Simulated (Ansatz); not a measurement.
CHF₂N, SMILES `N=C(F)F`, relaxed with RKS PBE-D4/def2-SVP in the Gaussian-basis code of Ansatz from a rough embedded geometry. The force threshold is 0.03 eV/Å; the program also tests the step.

Total charge 0; spin multiplicity 1.

Start:

```xyz
5

N     0.785    0.435   -0.366
C    -0.148   -0.324   -0.042
F    -0.233   -1.499   -0.607
F    -1.070    0.065    0.771
H     0.666    1.323    0.243
```

(1) By how much does the energy fall, and how many steps does the optimiser take? (Best estimate.)

(2) Which bonds change most? (An estimate is asked.)

(3) Give the relaxed structure. (Estimate.)

Answers

(1) Computed: 34.58 kJ/mol, in 6 steps, 1 of them rejected.

(2) The calculation gave: N1–H5 from 1.083 to 1.029 Å; C2–F4 from 1.290 to 1.338 Å; C2–F3 from 1.307 to 1.320 Å; N1–C2 from 1.244 to 1.253 Å.

(3) Computed: 
```xyz
5

N     0.820    0.474   -0.333
C    -0.136   -0.286   -0.053
F    -0.280   -1.490   -0.575
F    -1.156   -0.063    0.784
H     0.751    1.365    0.178
```
